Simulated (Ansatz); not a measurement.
Cost and result for the atomization energy of C₂H₄F₂O₂, SMILES `OC(F)OCF` (10 atoms, 9 bonds).

```xyz
10

O    -1.430   -0.464    0.816
C    -0.868    0.530    0.072
F    -1.307    1.744    0.482
O     0.517    0.598    0.219
C     1.209   -0.427   -0.389
F     1.242   -0.243   -1.751
H    -1.176   -0.327    1.738
H    -1.163    0.375   -0.969
H     0.745   -1.401   -0.205
H     2.232   -0.385   -0.014
```

Charge 0, multiplicity 1. All single points use the PBE0-D4/def2-TZVP geometry. It is one conformer, not always the lowest. Program: Ansatz. All runs use 4 threads of an Arm Neoverse V2 on a shared host. Times are those of one run each, without the atoms' runs, and a repeat can differ threefold. Electronic energies, without spin–orbit coupling; frozen cores. CCSD(T)/CBS adds CCSD(T) − MP2 in def2-TZVPP to the MP2 limit, and its time is that of the two runs behind it. T1 = 0.012.

CCSD(T)/CBS is a level of theory with its own doubt, some kJ/mol a heavy atom from the limit and from the frozen cores, so smaller differences don't rank the functionals.

```tsv
level	functions	wall time
LDA (SPW92)/def2-TZVPP	242	0.95 s
revPBE-D4/def2-TZVPP	242	1.6 s
PBE-D4/def2-TZVPP (with forces)	242	1.9 s
BHLYP-D4/def2-TZVPP	242	2.3 s
r2SCANh-D4/def2-TZVPP	242	3.9 s
B2PLYP/def2-TZVPP	242	4.2 s
PBE-QIDH/def2-TZVPP	242	4.5 s
ωB97X-V/def2-TZVPP	242	6 s
CCSD(T)/def2-SVP	104	7 s
ωB97M-V/def2-TZVPP (with forces)	242	8.5 s
MP2/def2-QZVPP	462	19 s
CCSD(T)/def2-TZVPP	242	3.5 min
CCSD(T)/CBS(def2)	–	3.8 min
```

**Question.** What atomization energy does each give, and how far from CCSD(T)/CBS? (Best estimate.)

**Answer.** Ansatz gave: 
```json
{"level": "LDA (SPW92)/def2-TZVPP", "atomization (kcal/mol)": "1125.6", "difference from CCSD(T)/CBS": "185.1", "per bond": "20.6"}
{"level": "revPBE-D4/def2-TZVPP", "atomization (kcal/mol)": "939.8", "difference from CCSD(T)/CBS": "-0.7", "per bond": "-0.1"}
{"level": "PBE-D4/def2-TZVPP (with forces)", "atomization (kcal/mol)": "974.7", "difference from CCSD(T)/CBS": "34.2", "per bond": "3.8"}
{"level": "BHLYP-D4/def2-TZVPP", "atomization (kcal/mol)": "889.2", "difference from CCSD(T)/CBS": "-51.3", "per bond": "-5.7"}
{"level": "r2SCANh-D4/def2-TZVPP", "atomization (kcal/mol)": "932.7", "difference from CCSD(T)/CBS": "-7.8", "per bond": "-0.9"}
{"level": "B2PLYP/def2-TZVPP", "atomization (kcal/mol)": "928.5", "difference from CCSD(T)/CBS": "-12.0", "per bond": "-1.3"}
{"level": "PBE-QIDH/def2-TZVPP", "atomization (kcal/mol)": "930.9", "difference from CCSD(T)/CBS": "-9.6", "per bond": "-1.1"}
{"level": "ωB97X-V/def2-TZVPP", "atomization (kcal/mol)": "942.3", "difference from CCSD(T)/CBS": "1.8", "per bond": "0.2"}
{"level": "CCSD(T)/def2-SVP", "atomization (kcal/mol)": "889.6", "difference from CCSD(T)/CBS": "-50.9", "per bond": "-5.7"}
{"level": "ωB97M-V/def2-TZVPP (with forces)", "atomization (kcal/mol)": "943.3", "difference from CCSD(T)/CBS": "2.8", "per bond": "0.3"}
{"level": "MP2/def2-QZVPP", "atomization (kcal/mol)": "961.1", "difference from CCSD(T)/CBS": "20.6", "per bond": "2.3"}
{"level": "CCSD(T)/def2-TZVPP", "atomization (kcal/mol)": "913.7", "difference from CCSD(T)/CBS": "-26.8", "per bond": "-3.0"}
{"level": "CCSD(T)/CBS(def2)", "atomization (kcal/mol)": "940.5", "difference from CCSD(T)/CBS": "0.0", "per bond": "0.0"}
```

In def2-TZVPP, CCSD(T) changes the Hartree–Fock value by +275.7 kcal/mol (the triples alone add +18.2 kcal/mol) and MP2 by +307.3 kcal/mol; breaking electron pairs costs correlation energy, which Hartree–Fock lacks. Leaving LDA and LC-ωPBE aside and taking each functional with its dispersion term where it has one, the values spread over 85.5 kcal/mol, from BHLYP-D4 to PBE-D4. LDA lies +154.4 kcal/mol from PBE without D4, its usual overbinding. The D4 term adds +5.7 kcal/mol with B3LYP and +3.0 kcal/mol with PBE0; it sums over pairs of atoms, weighted by their polarisabilities, and B3LYP, whose exchange is more repulsive, gets the larger term.

B3LYP here is the variant with VWN-RPA as its local correlation; programs differ in this.
